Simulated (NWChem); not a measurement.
**Correlation energy of dimethyl sulfide (C₂H₆S)**

SMILES: CSC
```xyz
9

C     -1.3791     0.0000     0.5069
S      0.0000     0.0000    -0.6547
C      1.3791     0.0000     0.5069
H     -1.3742     0.8990     1.1429
H     -2.3023     0.0000    -0.0896
H     -1.3742    -0.8990     1.1429
H      1.3742     0.8990     1.1429
H      2.3023     0.0000    -0.0896
H      1.3742    -0.8990     1.1429
```
Charge 0, spin multiplicity 1.

Everything below was run with NWChem. Structure: optimised with PBE0/def2-SVP, a minimum by its harmonic frequencies.

Basis set: 6-311G**. Each correlation energy counts from its own Hartree-Fock reference.

The correlated methods keep 7 core orbitals frozen. The Pople sets run with spherical d functions. Coupled-cluster values serve here as a point of comparison, not as the truth.

**Question.** Order these methods by the correlation energy they give, lowest first: MP2, SCS-MP2, CR-CCSD[T], CCSD.

**Answer.** CR-CCSD[T] (-504.6 mHa), CCSD (-492.3 mHa), SCS-MP2 (-449.9 mHa), MP2 (-447.2 mHa)
